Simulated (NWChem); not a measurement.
Program: NWChem. System: O3 (-1), charge -1, spin multiplicity 2, at a geometry optimised with UPBE/def2-SVP. The structure started from a generated list of species. Its SCF solution wasn't tested for a lower state. Level: UHF/aug-cc-pVDZ.

NWChem printed:

```
             Northwest Computational Chemistry Package (NWChem) 7.3.0
             --------------------------------------------------------

                                NWChem Input Module
                                -------------------

 Scaling coordinates for geometry "geometry" by  1.889725989
 (inverse scale =  0.529177249)

 Turning off AUTOSYM since
 SYMMETRY directive was detected!

                             Geometry "geometry" -> ""
                             -------------------------

 Output coordinates in angstroms (scale by  1.889725989 to convert to a.u.)

  No.       Tag          Charge          X              Y              Z
 ---- ---------------- ---------- -------------- -------------- --------------
    1 O                    8.0000    -1.15709000     0.00000000     0.24088500
    2 O                    8.0000     0.00000000     0.00000000    -0.48176900
    3 O                    8.0000     1.15709000     0.00000000     0.24088500

 Effective nuclear repulsion energy (a.u.)      64.2856950900

            Nuclear Dipole moment (a.u.)
            ----------------------------
        X                 Y               Z
 ---------------- ---------------- ----------------
     0.0000000000     0.0000000000     0.0000151178

      Symmetry information
      --------------------

 Group name             C2v
 Group number             16
 Group order               4
 No. of unique centers     2

      Symmetry unique atoms

     1    2


 Summary of "ao basis" -> "" (spherical)
 ------------------------------------------------------------------------------
       Tag                 Description            Shells   Functions and Types
 ---------------- ------------------------------  ------  ---------------------
 *                        aug-cc-pvdz                 on all atoms

 Summary of "ao basis" -> "ao basis" (spherical)
 ------------------------------------------------------------------------------
       Tag                 Description            Shells   Functions and Types
 ---------------- ------------------------------  ------  ---------------------
 O                        aug-cc-pvdz                9       23   4s3p2d

                                 NWChem SCF Module
                                 -----------------

  ao basis        = "ao basis"
  functions       =    69
  atoms           =     3
  alpha electrons =    13
  beta  electrons =    12
  charge          =  -1.00
  wavefunction    = UHF
  use symmetry    = T
  symmetry adapt  = T

 Summary of "ao basis" -> "ao basis" (spherical)
 ------------------------------------------------------------------------------
       Tag                 Description            Shells   Functions and Types
 ---------------- ------------------------------  ------  ---------------------
 O                        aug-cc-pvdz                9       23   4s3p2d

      Symmetry analysis of basis
      --------------------------

        a1         27
        a2          9
        b1         21
        b2         12

 Forming initial guess at       0.0s

   Symmetry analysis of molecular orbitals - initial alpha
   -------------------------------------------------------

  Numbering of irreducible representations:

     1 a1          2 a2          3 b1          4 b2

  Orbital symmetries:

     1 a1          2 b1          3 a1          4 a1          5 b1
     6 a1          7 b2          8 b1          9 a1         10 a2
    11 a1         12 b1         13 b2         14 a1         15 b1
    16 a1         17 b2         18 a1         19 b1         20 a2
    21 a1         22 b2         23 b1

   Symmetry analysis of molecular orbitals - initial beta
   ------------------------------------------------------

  Numbering of irreducible representations:

     1 a1          2 a2          3 b1          4 b2

  Orbital symmetries:

     1 a1          2 b1          3 a1          4 a1          5 b1
     6 a1          7 b1          8 a1          9 b2         10 b1
    11 a1         12 a2         13 b2         14 b1         15 a1
    16 a1         17 b2         18 a1         19 b1         20 a2
    21 a1         22 b2         23 b1

 Starting SCF solution at       0.0s
[...]
   Bfn.  Coefficient  Atom+Function         Bfn.  Coefficient  Atom+Function
  ----- ------------  ---------------      ----- ------------  ---------------
    27      8.232052  2 O  s                  4     -3.946128  1 O  s
    50     -3.946128  3 O  s                 36      2.366743  2 O  pz
    11     -1.755891  1 O  px                57      1.755891  3 O  px
    13      0.820799  1 O  pz                59      0.820799  3 O  pz
     8     -0.232614  1 O  px                54      0.232614  3 O  px

 Vector   16  Occ=0.000000D+00  E= 3.474910D-01  Symmetry=a1
              MO Center= -1.1D-14,  1.4D-14, -4.3D-01, r^2= 8.5D+00
   Bfn.  Coefficient  Atom+Function         Bfn.  Coefficient  Atom+Function
  ----- ------------  ---------------      ----- ------------  ---------------
    36      1.504779  2 O  pz                 4     -1.085673  1 O  s
    50     -1.085673  3 O  s                 13     -0.515471  1 O  pz
    59     -0.515471  3 O  pz                27      0.454278  2 O  s
    11      0.233475  1 O  px                57     -0.233475  3 O  px
     3      0.206804  1 O  s                 49      0.206804  3 O  s

                     UHF Final Beta Molecular Orbital Analysis
                     -----------------------------------------

 Vector   10  Occ=1.000000D+00  E=-2.103029D-01  Symmetry=b1
              MO Center=  1.5D-14,  1.6D-18,  1.7D-01, r^2= 2.1D+00
   Bfn.  Coefficient  Atom+Function         Bfn.  Coefficient  Atom+Function
  ----- ------------  ---------------      ----- ------------  ---------------
     5      0.328571  1 O  px                51      0.328571  3 O  px
     7      0.322656  1 O  pz                53     -0.322656  3 O  pz
    10      0.247718  1 O  pz                56     -0.247718  3 O  pz
     8      0.235033  1 O  px                54      0.235033  3 O  px

 Vector   11  Occ=1.000000D+00  E=-2.041495D-01  Symmetry=a1
              MO Center= -1.9D-14,  1.3D-16,  1.3D-01, r^2= 1.9D+00
   Bfn.  Coefficient  Atom+Function         Bfn.  Coefficient  Atom+Function
  ----- ------------  ---------------      ----- ------------  ---------------
     7      0.407908  1 O  pz                53      0.407908  3 O  pz
    30     -0.305944  2 O  pz                10      0.301136  1 O  pz
    56      0.301136  3 O  pz                33     -0.211601  2 O  pz
    27      0.188578  2 O  s

 Vector   12  Occ=1.000000D+00  E=-1.429720D-01  Symmetry=a2
              MO Center=  2.8D-16, -8.3D-16,  2.1D-01, r^2= 2.1D+00
   Bfn.  Coefficient  Atom+Function         Bfn.  Coefficient  Atom+Function
  ----- ------------  ---------------      ----- ------------  ---------------
     6      0.423915  1 O  py                52     -0.423915  3 O  py
     9      0.336618  1 O  py                55     -0.336618  3 O  py

 Vector   13  Occ=0.000000D+00  E= 2.965003D-01  Symmetry=b1
              MO Center=  8.6D-15, -1.4D-16,  5.4D-01, r^2= 1.2D+01
   Bfn.  Coefficient  Atom+Function         Bfn.  Coefficient  Atom+Function
  ----- ------------  ---------------      ----- ------------  ---------------
     4      4.763299  1 O  s                 50     -4.763299  3 O  s
    34      3.363397  2 O  px                11      1.754544  1 O  px
    57      1.754544  3 O  px                13     -1.238294  1 O  pz
    59      1.238294  3 O  pz                31      0.491361  2 O  px
    10     -0.168548  1 O  pz                56      0.168548  3 O  pz

 Vector   14  Occ=0.000000D+00  E= 3.036956D-01  Symmetry=a1
              MO Center=  2.1D-14,  4.0D-18, -5.0D-01, r^2= 1.1D+01
   Bfn.  Coefficient  Atom+Function         Bfn.  Coefficient  Atom+Function
  ----- ------------  ---------------      ----- ------------  ---------------
    27      8.365166  2 O  s                  4     -4.028050  1 O  s
    50     -4.028050  3 O  s                 36      2.420021  2 O  pz
    11     -1.773084  1 O  px                57      1.773084  3 O  px
    13      0.823926  1 O  pz                59      0.823926  3 O  pz
     8     -0.226542  1 O  px                54      0.226542  3 O  px

 Vector   15  Occ=0.000000D+00  E= 3.088625D-01  Symmetry=b2
              MO Center= -2.6D-15, -3.2D-15, -3.2D-02, r^2= 3.4D+00
   Bfn.  Coefficient  Atom+Function         Bfn.  Coefficient  Atom+Function
  ----- ------------  ---------------      ----- ------------  ---------------
    35      1.040042  2 O  py                12     -0.698959  1 O  py
    58     -0.698959  3 O  py                29      0.423281  2 O  py
    32      0.383655  2 O  py                 6     -0.243550  1 O  py
    52     -0.243550  3 O  py                 9     -0.191892  1 O  py
    55     -0.191892  3 O  py

 center of mass
 --------------
 x =   0.00000000 y =   0.00000000 z =   0.00000063

 moments of inertia (a.u.)
 ------------------
          19.886073261540           0.000000000000           0.000000000000
           0.000000000000         172.834054284781           0.000000000000
           0.000000000000           0.000000000000         152.947981023241

  Mulliken analysis of the total density
  --------------------------------------

    Atom       Charge   Shell Charges
 -----------   ------   -------------------------------------------------------
    1 O    8     8.55   2.00  0.87  1.04  0.14  2.65  1.66  0.19  0.02 -0.01
    2 O    8     7.89   2.00  0.88  0.98 -0.04  2.63  1.40 -0.05  0.04  0.06
    3 O    8     8.55   2.00  0.87  1.04  0.14  2.65  1.66  0.19  0.02 -0.01

  Mulliken analysis of the alpha density
  --------------------------------------

    Atom       Charge   Shell Charges
 -----------   ------   -------------------------------------------------------
    1 O    8     4.35   1.00  0.44  0.52  0.07  1.41  0.83  0.09  0.01 -0.01
    2 O    8     4.29   1.00  0.46  0.49 -0.03  1.61  0.76 -0.04  0.02  0.02
    3 O    8     4.35   1.00  0.44  0.52  0.07  1.41  0.83  0.09  0.01 -0.01

   Mulliken analysis of the beta density
   -------------------------------------

    Atom       Charge   Shell Charges
 -----------   ------   -------------------------------------------------------
    1 O    8     4.20   1.00  0.43  0.52  0.07  1.24  0.83  0.10  0.01 -0.00
    2 O    8     3.60   1.00  0.42  0.49 -0.01  1.02  0.64 -0.01  0.02  0.04
    3 O    8     4.20   1.00  0.43  0.52  0.07  1.24  0.83  0.10  0.01 -0.00

   Mulliken analysis of the spin density
   -------------------------------------

    Atom       Charge   Shell Charges
 -----------   ------   -------------------------------------------------------
    1 O    8     0.16   0.00  0.02  0.00 -0.01  0.17  0.00 -0.01  0.00 -0.01
    2 O    8     0.69   0.00  0.04  0.00 -0.02  0.59  0.12 -0.03 -0.00 -0.02
    3 O    8     0.16   0.00  0.02  0.00 -0.01  0.17  0.00 -0.01  0.00 -0.01

       Multipole analysis of the density wrt the origin
       ------------------------------------------------

     L   x y z        total         alpha         beta         nuclear
     -   - - -        -----         -----         ----         -------
     0   0 0 0     -1.000000    -13.000000    -12.000000     24.000000

     1   1 0 0     -0.000000      0.000000     -0.000000      0.000000
     1   0 1 0     -0.000000     -0.000000      0.000000      0.000000
     1   0 0 1     -0.469545     -0.029104     -0.440457      0.000015

     2   2 0 0    -19.405481    -48.764983    -47.138825     76.498327
     2   1 1 0     -0.000000     -0.000000      0.000000      0.000000
     2   1 0 1      0.000000      0.000000      0.000000      0.000000
     2   0 2 0    -13.776665     -7.049533     -6.727132      0.000000
     2   0 1 1     -0.000000     -0.000000     -0.000000      0.000000
     2   0 0 2    -14.347362    -12.464780    -11.828783      9.946201

 Task  times  cpu:        0.8s     wall:        0.8s

 Total times  cpu:        0.8s     wall:        0.8s
```

Question: Write an NWChem input that would produce this output.

Answer: Several could match; the one computed here: 
```
start mol
memory heap 200 mb stack 900 mb global 1100 mb
charge -1
geometry units angstroms nocenter noautoz
  O     -1.157090     0.000000     0.240885
  O      0.000000     0.000000    -0.481769
  O      1.157090     0.000000     0.240885
  symmetry group C2v
end
basis spherical
  * library aug-cc-pvdz
end
scf
  uhf
  nopen 1
  maxiter 100
  thresh 1e-7
  semidirect memsize 60000000 filesize 0
  # guess.movecs holds the orbitals of an unrestricted PBE0 run
  vectors input guess.movecs output mol.movecs
end
task scf energy
```
